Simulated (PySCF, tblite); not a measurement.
# CH₄BN− (doublet): geometry, infrared bands and EPR parameters

What infrared bands and EPR parameters should CH₄BN− (doublet) (`[BH2-]N=C`) show?

The runs use tblite 0.8.0 and PySCF 2.14.0, with density-fitted response routines of our own; the level of theory stands in each step. All values are computed, except where a source is named. Atoms count from 0, in the outputs and in this text.

### 1 The starting structure

7 atoms, charge -1, multiplicity 2; geometry from: force field or distance geometry start.

Bonds of the start (Å): B0–N1 1.48, N1–C2 1.29, B0–H3 1.18, B0–H4 1.19, C2–H5 1.09, C2–H6 1.07.

### 2 Optimising the geometry with GFN2-xTB

The job: settings as JSON, then the geometry in Å.

```
{"job": {"kind": "relax", "xc": "GFN2-xTB", "basis": "xTB"}, "charge": -1, "multiplicity": 2}
B     -1.150900     0.060400     0.122200
N      0.088000    -0.677100    -0.197600
C      1.208400    -0.058800    -0.016500
H     -1.514200     0.875300    -0.654400
H     -2.007600    -0.597700     0.632000
H      1.252100     0.971300     0.329100
H      2.127500    -0.568500    -0.241800
```

Started as:

```sh
> OMP_NUM_THREADS=1 python probes_run.py task.json out
```

This one command runs all jobs of the session in turn.

**Question.** This job is followed by: GFN2-xTB harmonic vibrations, gas phase; UKS B3LYP, pcH-1 on B C H N, non-relativistic, mean-field spin-orbit, GIAO. Predict these results of the whole session: strongest single infrared mode (GFN2-xTB); zero-point energy (GFN2-xTB); g(iso) (B3LYP); ⟨S²⟩; largest a(iso) (averaged by class).

**Answer**, as computed:

```
                                 quantity                  value
strongest single infrared mode (GFN2-xTB)  2236 cm⁻¹, 657 km/mol
             zero-point energy (GFN2-xTB)          27.2 kcal/mol
                           g(iso) (B3LYP)                2.00244
                                     ⟨S²⟩     0.760 (exact 0.75)
       largest a(iso) (averaged by class)    13C on C2, 60.6 MHz
```

Over 40 steps the energy fell by 0.732 eV; of the close pairs, B0–N1 changed most, 1.477 to 1.382 Å. All 15 modes are real, so the xTB geometry is a minimum. The strongest single mode, at 2236 cm⁻¹, moves mainly H4. GFN2-xTB is a fitted tight-binding method: band positions and strengths are rough. Its intensities can rank the bands wrongly. The largest spin populations lie on C2 (0.66 e), B0 (0.50 e). The isotropic g lies 0.1 ppt above the free-electron value. The records flag this anion as possibly unbound in the gas phase, so the basis may hold the extra electron. The conformer search found further structures of the same energy, which may be mirror or relabelled copies of this one.
